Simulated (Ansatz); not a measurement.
```yaml
crystal:
  periodic: [false, false, false]
  atoms:
    - {symbol: C, position_ang: [-0.778794, -1.018143, 0.162282]}
    - {symbol: C, position_ang: [0.544926, -0.361987, -0.008114]}
    - {symbol: S, position_ang: [1.947727, -1.165185, -0.051675]}
    - {symbol: C, position_ang: [0.563650, 1.137006, -0.073579]}
    - {symbol: Cl, position_ang: [-0.744443, 1.830597, -1.072906]}
    - {symbol: H, position_ang: [-1.359755, -0.515822, 0.943093]}
    - {symbol: H, position_ang: [-0.662361, -2.073582, 0.395859]}
    - {symbol: H, position_ang: [-1.359254, -0.911180, -0.759562]}
    - {symbol: H, position_ang: [0.420855, 1.533232, 0.935906]}
    - {symbol: H, position_ang: [1.510551, 1.493963, -0.468204]}
basis:
  gaussian: {orbitals: def2-TZVP, point_charges: [{charge: -1.00, position_ang: [6.877, 0.348, 0.589]}]}
hamiltonian: {xc: {name: PBE0-DH}}
multiplicity: 3
output: {forces: true}
```

```sh
$ ansatz run in.yaml --threads 4 --pin off --events-out ev --progress --plain --max-ram 10444MiB
```

Shortened log:

```
Error: YAML parse error: error: line 17 column 1: unknown field `multiplicity`, expected one of crystal, accuracy, basis, kpoints, hamiltonian, magnetization, projection, total_charge, correlation, batch, efield, external_charges, scf, relax, neb, saddle, md, ramp, phonons, dielectric, real_time, elastic, magnetic_configurations, gw, evaluate, workflow, output, checkpoint, execution
15 |   gaussian: {orbitals: def2-TZVP, point_charges: [{charge: -1.00,…
16 | hamiltonian: {xc: {name: PBE0-DH}}
17 | multiplicity: 3
18 | output: {forces: true}
```

Problem. What is wrong with this run?

Solution. The input holds a key that doesn't belong there. The input was rejected before any iteration.
